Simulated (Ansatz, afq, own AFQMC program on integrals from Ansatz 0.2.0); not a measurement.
CH₃, doublet → CH3⁺, triplet

```yaml
atoms:
  - { symbol: C, position_ang: [0.0000, 0.0000, 0.0000] }
  - { symbol: H, position_ang: [1.0799, 0.0140, -0.0003] }
  - { symbol: H, position_ang: [-0.5521, 0.9282, -0.0027] }
  - { symbol: H, position_ang: [-0.5278, -0.9423, 0.0031] }
```

E(triplet, charge +1) − E(doublet, charge +0) at this geometry, on UHF and UHF determinants.

Basis cc-pVDZ. Only valence electrons are correlated. AFQMC by an in-house program on the Cholesky factors that Ansatz 0.2.0 writes for its CCSD(T) run. The CISD trial takes its coefficients from CCSD amplitudes. Released means that phaseless walkers are propagated on without the constraint, phases kept. ± is one standard error of the sampling. The errors of all members are added in quadrature.

No full CI on the walks' own integrals is used here; CCSDT(Q) serves as the reference and is uncertain by about the last step of the cluster series. Each member takes its own surest rung, up to full CI.

The best estimate is CCSD(T) at the basis-set limit (CBS: def2-TZVPP and def2-QZVPP, with their diffuse functions for anions and beside diffuse sets, CCSD(T) itself extrapolated) plus the step from CCSD(T) to CCSDT(Q) in cc-pVDZ. Rows without CBS are in cc-pVDZ, the functionals in def2-TZVP; B2PLYP and the wave-function rows carry a basis error of their own. Core correlation and relativity beyond core potentials are missing, and ± holds the sampling alone.

Cautions: CH₃⁺ (triplet): another spin lies lower, the search met a lower determinant of the same kind, perhaps of another symmetry (14 meV lower), and this one is a saddle point, the ph-AFQMC/CISD walk drifts between its halves (2.9 errors); this isn't the first ionization.

Best estimate: 15.016 eV.

| level | vertical ionization energy (eV) | error against the best estimate (eV) |
| --- | --- | --- |
| HF | 13.948 | -1.068 |
| MP2 | 14.720 | -0.296 |
| CCSD | 14.721 | -0.295 |
| CCSD(T) | 14.734 | -0.283 |
| CCSDT | 14.733 | -0.284 |
| CCSDT(Q) | 14.734 | -0.283 |
| ph-AFQMC/CISD | 14.746 ± 0.007 | -0.271 ± 0.007 |
| released AFQMC | 14.739 ± 0.006 | -0.277 ± 0.006 |
| HF/CBS | 13.960 | -1.057 |
| MP2/CBS | 15.011 | -0.006 |
| CCSD(T)/CBS | 15.017 | 0.000 |
| PBE | 14.722 | -0.295 |
| r2SCAN | 14.785 | -0.231 |
| PBE0 | 14.809 | -0.207 |
| B3LYP | 14.925 | -0.092 |
| wB97M-V | 14.857 | -0.160 |
| B2PLYP | 14.874 | -0.142 |

Correlation beyond CCSD(T) changes it by less than 2 meV. Going to the basis-set limit adds 0.283 eV at CCSD(T). The perturbative (T) step is worth +0.012 eV. The functionals spread over 0.203 eV; B3LYP comes nearest and PBE is 0.295 eV too low.

Best estimates are given only where the step beyond CCSD(T) is under 0.3 eV and no member's determinant is very poor (T1 over 0.05, or 0.07 for open shells, ⟨S²⟩ too high by 0.3, two states mixed), so the hardest cases are missing from such tables.

The functionals ran in a triple-zeta set and keep a basis error of their own, a few kJ/mol for each bond in atomization energies and more for double hybrids, so close places among them and the extrapolated levels can swap.

CCSDT and higher add their correlation energy to the determinant of the CCSD(T) run, since their own runs factorise the integrals more tightly (a shift of under 2 meV). Each member of a difference takes its own highest rung, so a best estimate needn't equal the limit plus the step of one row. A walk keeps the symmetry of its determinant, which the program's search chose and which needn't be the lowest solution, so a lower state of the same spin and another symmetry isn't excluded. Released energies are given only where the last usable release times agree within the noise; a slower fall can still hide under it.
